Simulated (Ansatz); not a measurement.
Bi2S3 (Pnma, No. 62)

Calculation: PBEsol in Ansatz (PAW).

Run with plane-wave cutoff 500 eV, 4×10×4 k mesh (along the axes of the cell as run), gaussian smearing 0.02 eV, scalar-relativistic PAW data made under PBE.

Cell (relaxed at this level):

```yaml
crystal:
  lattice:
    - [11.17980, 0.00000, 0.00000]
    - [0.00000, 3.96533, 0.00000]
    - [0.00000, 0.00000, 10.94601]
  atoms:
    - { symbol: Bi, position: [0.00849, 0.25000, 0.32446] }
    - { symbol: Bi, position: [0.99151, 0.75000, 0.67554] }
    - { symbol: Bi, position: [0.49151, 0.75000, 0.82446] }
    - { symbol: Bi, position: [0.50849, 0.25000, 0.17554] }
    - { symbol: Bi, position: [0.16540, 0.75000, 0.03045] }
    - { symbol: Bi, position: [0.83460, 0.25000, 0.96955] }
    - { symbol: Bi, position: [0.33460, 0.25000, 0.53045] }
    - { symbol: Bi, position: [0.66540, 0.75000, 0.46955] }
    - { symbol: S, position: [0.45082, 0.75000, 0.37068] }
    - { symbol: S, position: [0.54918, 0.25000, 0.62932] }
    - { symbol: S, position: [0.04918, 0.25000, 0.87068] }
    - { symbol: S, position: [0.95082, 0.75000, 0.12932] }
    - { symbol: S, position: [0.12296, 0.75000, 0.44349] }
    - { symbol: S, position: [0.87704, 0.25000, 0.55651] }
    - { symbol: S, position: [0.37704, 0.25000, 0.94349] }
    - { symbol: S, position: [0.62296, 0.75000, 0.05651] }
    - { symbol: S, position: [0.71749, 0.25000, 0.30602] }
    - { symbol: S, position: [0.28251, 0.75000, 0.69398] }
    - { symbol: S, position: [0.78251, 0.75000, 0.80602] }
    - { symbol: S, position: [0.21749, 0.25000, 0.19398] }
```

```yaml
band_gap: 1.21 eV (on the SCF k mesh)
```

Measured, for comparison: band gap 1.3 eV (temperature not stated, not corrected to a static lattice; as tabulated in Wikipedia's data pages).

Note: the relaxation could not lower the start's symmetry, so the cell can be a saddle point above a distorted one.

Spin–orbit coupling is not included; with these elements it can move the gap by several tenths of an eV or more.

Computed values are for the static lattice.

Ansatz is a quantum-chemistry and plane-wave program.
